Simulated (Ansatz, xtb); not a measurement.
## Relative energy of two isomers of CH4FNS

We compare a, `NSCF`, a singlet, with b, `FCNS`, a singlet. Both are isolated molecules in the gas phase, relaxed with B3LYP-D3(BJ)/def2-SVP; the shapes shown needn't be the lowest conformers.

a (Å):

```xyz
8

C    -2.1560   -0.0811   -1.1224
F    -2.8911    1.0701   -1.2655
N    -1.5225   -0.0114    1.4978
S    -2.4791   -0.9606    0.4182
H    -0.8687   -0.6017    2.0103
H    -2.1100    0.4938    2.1600
H    -1.0842    0.1709   -1.1541
H    -2.4161   -0.7829   -1.9346
```

b (Å):

```xyz
8

C    -0.7814    2.0177   -0.3135
F    -1.2995    3.2337    0.1379
N    -1.7819    1.0584   -0.5905
S    -2.8379    1.3455   -1.9144
H    -0.2075    2.2257   -1.2299
H    -0.1213    1.6294    0.4809
H    -2.2687    0.7210    0.2379
H    -3.4297    2.5061   -1.5062
```

Question: Estimate which is lower in electronic energy at CCSD(T)/def2-TZVP, and by roughly how much.

Answer: Too close to call at this level: CCSD(T)/def2-TZVP gives E(b) − E(a) = −0.067 eV.

Level by level:

| level | geometry | E(b) − E(a) (eV) | departure from the last row (eV) | job, with rough time for the two |
| --- | --- | --- | --- | --- |
| B3LYP-D3(BJ)/def2-SVP | B3LYP-D3(BJ)/def2-SVP | −0.212 | −0.146 | optimisation, 30 s |
| HF/def2-TZVP | B3LYP-D3(BJ)/def2-SVP | −0.135 | −0.069 | part of the CCSD(T) run |
| MP2/def2-TZVP | B3LYP-D3(BJ)/def2-SVP | −0.050 | +0.016 | part of the CCSD(T) run |
| CCSD(T)/def2-TZVP | B3LYP-D3(BJ)/def2-SVP | −0.067 |  | single point, 59 s |

As drawn, b has 1 C–N, 1 S–H in place of 1 C–S, 1 N–H.

The largest departure from CCSD(T)/def2-TZVP is that of B3LYP-D3(BJ)/def2-SVP, 0.146 eV. Levels run at GFN2-xTB geometries aren't shown.

With harmonic frequencies from B3LYP-D3(BJ)/def2-SVP (ideal gas, rigid rotor, one conformer each, 298.15 K, 1 atm): the zero-point term adds −0.019 eV; ΔH is −0.096 and ΔG −0.074 eV.

The correlated steps freeze 8 core orbitals. Programs: Ansatz 0.2.0; the last row on 2 threads of Arm Neoverse V1 on a shared host.
